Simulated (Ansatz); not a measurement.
Two shapes of doublet BH₂.

Shape 1:

```xyz
3

H     0.0000    0.1867   -1.1744
B     0.0000   -0.3734    0.0000
H     0.0000    0.1867    1.1744
```

Shape 2:

```xyz
3

H     0.0356    0.1952   -1.0603
B    -0.0211   -0.3791    0.0306
H     0.0275    0.1353    1.0691
```

Basis set: def2-SVP (spherical functions). Correlated methods keep 1 orbital frozen. Correlation on ROHF uses semicanonical orbitals with singles. Charge 0, multiplicity 2.

Computed with Ansatz (development build ahead of 0.2.0); each method stands on the lowest determinant of its kind that the runs found.

Task: Which shape is lower in energy, and by how much in each method?

Result:

| method | E(2) − E(1) (eV) |
| --- | --- |
| ROHF | -0.218 |
| ROHF-MP2 | -0.193 |
| UHF-MP2 | -0.193 |
| ROHF-CCSD(T) | -0.164 |
| UHF-CCSD(T) | -0.164 |

Shape 2 is lower.
